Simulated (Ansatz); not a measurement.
Seven cases of atomisation energy of first-row species (electronic energies, kcal/mol); geometries: B3LYP-D3(BJ)/def2-TZVP. The cases were drawn at random from those of this class that have a high level and all functionals, leaving out states under which another spin lies or may lie. Left out are anions, K, Ca, elements past Kr, ionisation of Li, Na and Mg, pi-pi* triplets of linear molecules and other triplets made from a closed-shell parent. Runs that doubt their state, and full CI more than 15 mEh from coupled cluster, are set aside; a case stays where another high level and all functionals remain. AFQMC serves as high level only in triple zeta or larger, with a steady walk, a bar under 0.8 kcal/mol and agreement with other high levels or trials where they ran; where none ran, an unstable determinant or (outside 3d species) a high T1 diagnostic also bars it, so strongly correlated cases are thinned. No case was kept or dropped by the size of a functional's miss. High levels with a bar over 0.5 kcal/mol are left out too, and the seventh case lies inside the range of the six. Affinities count positive where energy is released, gaps as the second state minus the first. r2SCAN is by Ansatz (a quantum-chemistry and plane-wave program) in def2-TZVPD. High levels (Ansatz): P = CCSD(T)/CBS(cc-pVQZ,cc-pV5Z) + [CCSDT(Q) - CCSD(T)]/cc-pVDZ + core + X2C; Q = CCSD(T)/CBS(cc-pVQZ,cc-pV5Z) + [CCSDT(Q) - CCSD(T)]/cc-pVTZ + [CCSDTQ - CCSDT(Q)]/cc-pVDZ + core + X2C; R = CCSD(T)/CBS(cc-pVQZ,cc-pV5Z) + [CCSDT(Q) - CCSD(T)]/cc-pVTZ + core + X2C; S = CCSD(T)/CBS(cc-pVTZ,cc-pVQZ) + [CCSDT(Q) - CCSD(T)]/cc-pVDZ + core + X2C; T = CCSD(T)/CBS(cc-pVTZ,cc-pVQZ) + [CCSDT(Q) - CCSD(T)]/cc-pVTZ + core + X2C. UHF or UKS for unpaired electrons; spin-orbit terms are left out. CBS(X,Y): correlation extrapolated as X^-3, Hartree-Fock from the larger set (Q,5: extrapolated as (X+1)exp(-9√X)). A bracket is a step between two methods taken in the basis named. Functionals run without relativity, which enters their misses. 'core' is core correlation in cc-pwCVTZ, 'X2C' scalar relativity in cc-pVTZ-DK, both at CCSD(T). For partners of very few electrons the exact lower level stands in for a higher one. The UHF reference of C3H5 ([CH]=CC, doublet) is spin-contaminated (<S^2> up to 0.18 over the pure value in the sets run).

| case | r2SCAN | level | high level |
|---|---|---|---|
| C2H6O (SMILES COC) | 796.6 | S | 799.5 |
| C2H5 (SMILES [CH2]C, doublet) | 607.7 | R | 603.8 |
| BHF2 (difluoroborane, SMILES B(F)F) | 411.7 | P | 410.8 |
| BNH2F (SMILES N[B]F, doublet) | 452.7 | P | 447.5 |
| HO2 (SMILES [O]O, doublet) | 179.6 | Q | 175.4 |
| C2HO (SMILES [C]#CO, doublet) | 370.9 | T | 365.6 |
| C3H5 (SMILES [CH]=CC, doublet) | 747.0 | S | withheld |

Task: Fit a straight line from r2SCAN to the high level over the first six rows by least squares, predict the seventh, and compare with the calculation.

Result: Means: r2SCAN 469.87, high level 467.10. Sxx = 223480, Sxy = 225775, slope 1.0103, intercept -7.61 kcal/mol; residual standard deviation 2.6 kcal/mol. Seventh row: 1.0103·(747.0) -7.61 = 747.1 kcal/mol. The calculation gave 743.5 kcal/mol: the line differs from it by +3.6, r2SCAN itself by +3.5.
